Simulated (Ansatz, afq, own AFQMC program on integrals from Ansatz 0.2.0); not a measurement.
Atomization energy of AlB, triplet

```xyz
2

B     0.0000    0.0000    0.0000
Al    0.0000    0.0000    2.0234
```

Atoms in their ground-state spins without spin–orbit coupling (mostly on UHF) minus the molecule (UHF), without zero-point energy. The geometry is a stationary point, not shown to be a minimum.

Basis aug-cc-pVDZ. Only valence electrons are correlated. Ansatz 0.2.0 and our own AFQMC program on the same integrals; the CISD trial comes from CCSD amplitudes, and released means the phaseless constraint is let go. ± is one standard error of the sampling. The errors of all members are added in quadrature.

Full CI is exact in this basis; where marked, its frozen core comes from its own orbitals, which moves totals by up to a few meV.

Errors are counted within aug-cc-pVDZ, not against nature.

Cautions: AlB (triplet): lower spins were not checked, higher spins were not checked, an unrestricted solution with more broken spin lies lower, strong correlation (T1 0.082, weight of the determinant 0.78, largest double 0.14), (T) is large, 7 % of the CCSD correlation, unrestricted determinant spin contaminated (⟨S²⟩ 2.13 against 2.00), the released energies are still falling, so no released level is given (meV from the phaseless value at times in 1/Eh: -9 ± 3 at 0.24, -18 ± 3 at 0.51, -30.3 ± 2.0 at 0.99, -46 ± 4 at 1.62, -56 ± 5 at 2.40), the ph-AFQMC/CISD walk drifts between its halves (2.2 errors), full CI with its own frozen core, its ph-AFQMC/CISD value lies 79 ± 4 meV above full CI.

Reference (full CI): 1.694 eV.

```json
{"level": "HF", "atomization energy (eV)": "0.583", "error against FCI (eV)": "-1.111"}
{"level": "MP2", "atomization energy (eV)": "1.445", "error against FCI (eV)": "-0.249"}
{"level": "CCSD", "atomization energy (eV)": "1.409", "error against FCI (eV)": "-0.286"}
{"level": "CCSD(T)", "atomization energy (eV)": "1.620", "error against FCI (eV)": "-0.074"}
{"level": "ph-AFQMC/CISD", "atomization energy (eV)": "1.624 ± 0.004", "error against FCI (eV)": "-0.071 ± 0.004"}
```

Correlation beyond CCSD(T) adds 0.074 eV. The perturbative (T) step is worth +0.212 eV. Where the cautions show a poor determinant, the low rows tell how each method copes with it, not its usual error.

A walk keeps the symmetry of its determinant, which the program's search chose and which needn't be the lowest solution, so a lower state of the same spin and another symmetry isn't excluded.
